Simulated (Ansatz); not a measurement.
1T (CdI2-type) ZrS2, treated with PBE0-D4 in Ansatz (PAW).

Settings: plane-wave cutoff 520 eV, 12×12×6 k mesh (along the axes of the cell as run), Fermi–Dirac smearing 0.01 eV, scalar-relativistic PAW data made under PBE.

Starting structure:

```yaml
crystal:
  lattice:
    - [3.66000, 0.00000, 0.00000]
    - [-1.83000, 3.16965, 0.00000]
    - [0.00000, 0.00000, 5.82000]
  atoms:
    - { symbol: Zr, position: [0.00000, 0.00000, 0.00000] }
    - { symbol: S, position: [0.33333, 0.66667, 0.25000] }
    - { symbol: S, position: [0.66667, 0.33333, 0.75000] }
```

Q: Into what structure does the relaxation of cell and atoms lead at this level, with the symmetry of the start kept?

A: The volume falls by 0.8 %; final space group P-3m1.
```yaml
crystal:
  lattice:
    - [3.64624, 0.00000, 0.00000]
    - [-1.82312, 3.15774, 0.00000]
    - [0.00000, 0.00000, 5.81729]
  atoms:
    - { symbol: Zr, position: [0.00000, 0.00000, 0.00000] }
    - { symbol: S, position: [0.33333, 0.66667, 0.24733] }
    - { symbol: S, position: [0.66667, 0.33333, 0.75267] }
```

Ansatz is an electronic-structure program.
